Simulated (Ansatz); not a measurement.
# Relaxing KCa2

Computed with Ansatz, DFT PBE, scalar-relativistic, plane waves, PAW. Cutoff 420 eV, Γ-centred k mesh, Gaussian smearing, no spin polarisation in the final step.

KCa2 was placed on the AlB2 structure type (P6/mmm, No. 191), with K in place of Al, Ca in place of B, at a guessed volume.

```
K Ca
1.0
     4.53601    0.00000    0.00000
    -2.26800    3.92830    0.00000
     0.00000    0.00000    4.89768
K Ca
1 2
Direct
  0.00000 0.00000 0.00000
  0.33333 0.66667 0.50000
  0.66667 0.33333 0.50000
```

Cell and atoms relax at zero pressure; the relaxation can't lower the symmetry of the start. After a coarse first stage the cell is made exact in the group found at 0.06 Å.

The zero of energy is the elements' standard structures at the same level; no fitted shifts are applied.

Q: Describe the relaxed structure.

A: It keeps P6/mmm (No. 191), but not the shape of the type it started on. Conventional cell: a = 6.712 Å, c = 3.882 Å. K has 2 K at 3.88 Å and 12 Ca at 4.33 Å; Ca has 5 Ca at 3.88 Å and 6 K at 4.33 Å.

```xyz
3
Lattice="6.7122 0.0000 0.0000 -3.3561 5.8129 0.0000 0.0000 0.0000 3.8817" Properties=species:S:1:pos:R:3 pbc="T T T"
K     0.0000    0.0000    0.0000
Ca    0.0000    3.8753    1.9408
Ca    3.3561    1.9376    1.9408
```

Q: What are its volume, energy, density and gap?

A: The volume per atom is 50.48 Å³. The density is 1.31 g/cm³, the energy over the elements is 0.22 eV/atom and the gap on the 12×12×12 mesh is 0 eV (a metal).

The final run used a 12×12×12 mesh on its 3-atom cell and 0.10 eV smearing. The k mesh leaves about 4 meV/atom of noise in metals. A structure relaxed within its symmetry needn't be a true minimum. The steps took about 100 core-seconds in all.

Cost: 3 runs of about 1.7 core-minutes in all, on Arm Neoverse V2 (shared hosts).